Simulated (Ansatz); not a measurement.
# C3H3NO: one species, many methods

How much do the methods differ for C3H3NO? The plan is to run it at one geometry with functionals of several rungs and with coupled cluster, and see how far each lands from CCSD(T) at the basis-set limit for the atomisation energy.

Program: Ansatz 0.2.0, Gaussian basis. Level of theory: functionals in def2-TZVPP, the program's frozen cores in correlated methods. These are calculated values, not measurements.

Plan: LDA (SPW92), PBE-D4, revPBE-D4, BLYP-D4, r2SCAN-D4, B97M-V, PBE0-D4, B3LYP-D4, r2SCANh-D4, r2SCAN0-D4, HSE06-D4, BHLYP-D4, CAM-B3LYP-D4, LC-ωPBE, ωB97X-V, ωB97M-V, B2PLYP, PBE-QIDH; CCSD(T)/def2-SVP; CCSD(T)/def2-TZVPP; MP2/def2-QZVPP; extrapolation to the limit; RPA on PBE.

## 1. Structure used throughout

The geometry comes from an earlier relaxation with PBE0-D4 in a triple-zeta def2 set; it is a stationary point, not always the lowest conformer.

SMILES `C=C1OC1=N`, 8 atoms, charge 0, spin multiplicity 1.

Atoms are counted from 1 here; the program's logs count them from 0.

Bond lengths: C1–C2 1.310 Å, C1–H6 1.081 Å, C1–H7 1.082 Å, C2–O3 1.406 Å, C2–C4 1.401 Å, O3–C4 1.378 Å, C4–N5 1.238 Å, N5–H8 1.016 Å. Angles: C2–C1–H6 119.6°, C2–C1–H7 120.9°, H6–C1–H7 119.6°, C1–C2–O3 138.0°, C1–C2–C4 163.2°, O3–C2–C4 58.8°, C2–O3–C4 60.4°, C2–C4–O3 60.8°, C2–C4–N5 164.7°, O3–C4–N5 134.5°, C4–N5–H8 111.2°.

## 2. LDA

This LDA is Slater exchange with PW92 correlation.

Contents of in.yaml:

```yaml
crystal:
  periodic: [false, false, false]
  atoms:
    - {symbol: C, position_ang: [0.227033, 1.566694, 0.007318]}
    - {symbol: C, position_ang: [0.314956, 0.259700, 0.035377]}
    - {symbol: O, position_ang: [1.313789, -0.717005, 0.196119]}
    - {symbol: C, position_ang: [0.006280, -1.106614, 0.004752]}
    - {symbol: N, position_ang: [-0.571457, -2.199465, -0.069275]}
    - {symbol: H, position_ang: [-0.736181, 2.033641, -0.141756]}
    - {symbol: H, position_ang: [1.106437, 2.184963, 0.131734]}
    - {symbol: H, position_ang: [-1.568855, -2.079014, -0.220069]}
basis:
  gaussian: {orbitals: def2-TZVPP}
hamiltonian: {xc: lda}
output: {orbitals: {seedname: orbitals}}
```

Started as:

```console
ansatz run in.yaml --threads 2 --pin off --events-out ev --progress --plain --max-ram 4352MiB
```

Further steps of the session: PBE-D4 (GGA); revPBE-D4 (GGA); BLYP-D4 (GGA); r2SCAN-D4 (meta-GGA); B97M-V (meta-GGA); B3LYP-D4 (hybrid); r2SCANh-D4 (hybrid); r2SCAN0-D4 (hybrid); HSE06-D4 (hybrid); BHLYP-D4 (hybrid); CAM-B3LYP-D4 (range-separated); LC-ωPBE (range-separated); ωB97X-V (range-separated); ωB97M-V (range-separated); B2PLYP (double hybrid); PBE-QIDH (double hybrid); CCSD(T) in def2-SVP; CCSD(T) in def2-TZVPP; MP2 in def2-QZVPP; RPA on PBE orbitals.

**Question.** What will the summary of the whole plan be? Wanted: atomisation energy, CCSD(T)/CBS; farthest beyond LDA; mean size of error, GGA; mean size of error, meta-GGA; mean size of error, hybrid; mean size of error, range-separated; mean size of error, double hybrid; gap, smallest and largest; T1 diagnostic.

As calculated:

| quantity | value |
| --- | --- |
| atomisation energy, CCSD(T)/CBS | 3437.0 kJ/mol |
| functionals within 17.2 kJ/mol (0.5 %) | r2SCANh-D4, B2PLYP, PBE-QIDH |
| farthest beyond LDA | PBE-D4 (+225.7 kJ/mol) |
| mean size of error, GGA | 139.7 kJ/mol |
| mean size of error, meta-GGA | 46.9 kJ/mol |
| mean size of error, hybrid | 70.7 kJ/mol |
| mean size of error, range-separated | 37.1 kJ/mol |
| mean size of error, double hybrid | 2.0 kJ/mol |
| gap, smallest and largest | 4.49 eV (LDA (SPW92)), 11.80 eV (LC-ωPBE) |
| T1 diagnostic | 0.0158 |
| triples share of the correlation energy | 4.8 % |

What this shows: LDA overbinds by 710.5 kJ/mol (21 %). PBE-D4 is off by +225.7 kJ/mol. Double hybrids carry the basis error of their MP2 part in triple zeta, and no dispersion term here, so their miss is partly the set-up's. Taken by rung, double hybrid functionals do best (2.0 kJ/mol on average) and GGA ones worst beyond LDA (139.7 kJ/mol). The reference freezes the cores and leaves out relativity and excitations past (T), so misses under about 17.2 kJ/mol can't be ranked. Hartree-Fock recovers 65 % of the binding; the rest is correlation. CCSD(T) in def2-SVP is off by -184.9 kJ/mol, so the small basis spoils what the method gains. The gap grows from 4.5 to 11.8 eV across the functionals, mostly with the share of exact exchange.
